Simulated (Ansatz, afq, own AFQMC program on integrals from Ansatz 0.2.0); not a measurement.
Atomization energy of HfH, quartet

```xyz
2

Hf    0.0000    0.0000    0.0000
H     0.0000    0.0000    1.8648
```

Atoms in their ground-state spins without spin–orbit coupling (mostly on UHF) minus the molecule (UHF), without zero-point energy. The geometry is a stationary point, not shown to be a minimum.

Basis def2-TZVPP with its core potentials. Only valence electrons are correlated. AFQMC by an in-house program on the Cholesky factors that Ansatz 0.2.0 writes for its CCSD(T) run. The CISD trial takes its coefficients from CCSD amplitudes. Released means that phaseless walkers are propagated on without the constraint, phases kept. ± is one standard error of the sampling. No spin–orbit coupling. The metal's outer-core s and p shells are frozen, which shifts wave-function levels against functionals. The errors of all members are added in quadrature.

No full CI on the walks' own integrals is used here; CCSDT(Q) serves as the reference and is uncertain by about the last step of the cluster series. Each member takes its own surest rung, up to full CI.

The best estimate is CCSD(T) at the basis-set limit (CBS: def2-TZVPP and def2-QZVPP, with their diffuse functions for anions and beside diffuse sets, CCSD(T) itself extrapolated) plus the step from CCSD(T) to CCSDT(Q) in def2-TZVPP. Rows without CBS are in def2-TZVPP; B2PLYP and the wave-function rows carry a basis error of their own. Core correlation and relativity beyond core potentials are missing, and ± holds the sampling alone.

Cautions: no spin-orbit coupling; outer-core shells of the metal frozen; HfH (quartet): another spin lies lower, the released energies are still falling, so no released level is given (meV from the phaseless value at times in 1/Eh: -2.0 ± 1.2 at 0.60, -2.4 ± 1.2 at 1.20, -8.0 ± 1.2 at 2.00, -10.7 ± 1.3 at 3.00, -9 ± 6 at 4.20), its ph-AFQMC/CISD value lies 15.3 ± 1.9 meV above CCSDT(Q); Hf (triplet): its ph-AFQMC/CISD value lies 43.4 ± 0.8 meV above full CI.

```tsv
level	atomization energy (kcal/mol)
B2PLYP	46.3
MP2	45.1
r2SCAN	59.1
```

Task: From these cheaper values, estimate the atomization energy at the level of the best estimate.

Result: 45.6 kcal/mol (best estimate, highest rung CCSDT(Q)).

| level | atomization energy (kcal/mol) | error against the best estimate (kcal/mol) |
| --- | --- | --- |
| HF | 43.1 | -2.5 |
| CCSD | 46.0 | 0.4 |
| CCSD(T) | 45.1 | -0.5 |
| CCSDT | 44.8 | -0.8 |
| CCSDT(Q) | 44.7 | -0.9 |
| ph-AFQMC/CISD | 45.4 ± 0.05 | -0.2 ± 0.05 |
| HF/CBS | 43.5 | -2.1 |
| MP2/CBS | 46.2 | 0.6 |
| CCSD(T)/CBS | 46.0 | 0.4 |
| PBE | 53.3 | 7.7 |
| PBE0 | 52.7 | 7.1 |
| B3LYP | 49.1 | 3.5 |
| wB97M-V | 46.4 | 0.8 |

Correlation beyond CCSD(T) takes off 0.4 kcal/mol. Going to the basis-set limit adds 0.9 kcal/mol at CCSD(T). The perturbative (T) step is worth −0.9 kcal/mol.

Best estimates are given only where the step beyond CCSD(T) is under 0.3 eV and no member's determinant is very poor (T1 over 0.05, or 0.07 for open shells, ⟨S²⟩ too high by 0.3, two states mixed), so the hardest cases are missing from such tables.

The functionals ran in a triple-zeta set and keep a basis error of their own, a few kJ/mol for each bond in atomization energies and more for double hybrids, so close places among them and the extrapolated levels can swap.

CCSDT and higher add their correlation energy to the determinant of the CCSD(T) run, since their own runs factorise the integrals more tightly (a shift of under 2 meV). Each member of a difference takes its own highest rung, so a best estimate needn't equal the limit plus the step of one row. The exponents were fitted on light atoms, and def2 sets of heavy atoms don't grow evenly, so the limit is rough here.
